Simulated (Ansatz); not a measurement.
Energy needed to pull apart C$_{3}$H$_{5}$N (SMILES CCC#N), closed shell, into free ground-state atoms, from the structure below (displaced at random from its PBE0-D4/def2-TZVP minimum); no zero-point or spin–orbit terms; open-shell atoms are treated unrestricted, in their ground-state multiplicity.

C1  (-0.388, 0.811, -0.436)
C2  (-0.107, -0.338, 0.507)
C3  (1.010, -1.170, 0.054)
N4  (1.858, -1.836, -0.283)
H5  (-0.618, 0.437, -1.373)
H6  (-1.222, 1.452, -0.025)
H7  (0.481, 1.483, -0.546)
H8  (-0.974, -0.994, 0.666)
H9  (0.172, 0.105, 1.511)
(Å)

Computed with Ansatz 0.2.0 (basis: def2-TZVPP); correlated methods freeze the cores.

```tsv
method	atomization energy (kJ/mol)
PBE-D4	3901
r2SCAN-D4	?
PBE0-D4	3816
wB97M-V	3804
HF	2741
MP2	3763
CCSD	?
CCSD(T)	3690
```

(1) What does CCSD give? (Judge from chemistry; the value comes from the calculation.)

(2) What does r2SCAN-D4 give? (Judge from chemistry; the value comes from the calculation.)

T1 diagnostic: at most 0.012.

Answers

(1) By the calculation: 3629 kJ/mol, which is about 61 kJ/mol less than CCSD(T)/def2-TZVPP.

(2) The calculation gives: 3785 kJ/mol, which is about 95 kJ/mol more than CCSD(T)/def2-TZVPP.

In triple zeta the MP2 and coupled-cluster atomization energies are still short of their basis limit by a few kcal/mol a bond, whereas those of the functionals are nearly converged, so these differences are not deviations from converged CCSD(T).

For scale, one of the runs: CCSD(T)/def2-TZVPP forces, 194 basis functions (an equivalent command: `ansatz run in.yaml --threads 4`). The run took 3.3 min on 4 CPU threads (shared host), with 4.6 GiB of host memory at its peak.
